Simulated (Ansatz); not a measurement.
Geometry optimisation, Ansatz 0.2.0, RKS PBE-D4/def2-SVP.

input.yaml

```yaml
crystal:
  periodic: [false, false, false]
  atoms:
    - { symbol: Al, position_ang: [0.102609, 0.319671, -0.08442] }
    - { symbol: H, position_ang: [-0.042235, 0.145419, 1.473678] }
    - { symbol: H, position_ang: [1.417008, 0.733346, -0.871816] }
    - { symbol: F, position_ang: [-1.33427, 0.209938, -0.954632] }
    - { symbol: O, position_ang: [0.156479, -2.462567, 0.921439] }
    - { symbol: H, position_ang: [-0.758971, -2.751532, 0.735377] }
    - { symbol: H, position_ang: [0.018179, -1.719374, 1.569373] }
basis:
  gaussian: { orbitals: def2-SVP }
hamiltonian:
  xc: pbe
  dispersion: d4
relax:
  f_tol: 0.03
  max_steps: 50
```

Run as:

```bash
$ ansatz run input.yaml --threads 1 --pin off --max-ram 2048MiB --backend cpu --events-out ev --progress --plain --runs-dir out
```

Q: Where does it end, and by what steps?

A: The forces met the threshold. After 11 steps the energy has fallen by 0.812 eV; H6 moved furthest, 0.81 Å. Joined: Al1–O5 (2.96 → 2.04 Å).

```tsv
step	energy less start (eV)	largest force component (eV/Å)	accepted
0	0.0000	0.924	yes
1	-0.1585	1.144	yes
2	-0.3705	1.478	yes
3	-0.6151	0.618	yes
4	-0.6944	0.808	yes
5	-0.7461	0.628	yes
6	-0.7783	0.471	yes
7	-0.7951	0.275	yes
8	-0.8060	0.078	yes
9	-0.8105	0.265	yes
10	-0.8120	0.075	yes
11	-0.8122	0.022	yes
```

```xyz
7
Properties=species:S:1:pos:R:3
Al 0.126 0.026 0.143
H -0.069 0.704 1.585
H 1.387 0.267 -0.802
F -1.339 -0.374 -0.670
O 0.163 -1.939 0.682
H -0.685 -2.137 0.216
H -0.024 -2.072 1.634
```

Whether the end is a true minimum wasn't checked by a vibrational analysis.

The run took 32 s on 1 thread of Arm Neoverse N1, on a shared host, peak memory 0.12 GiB.
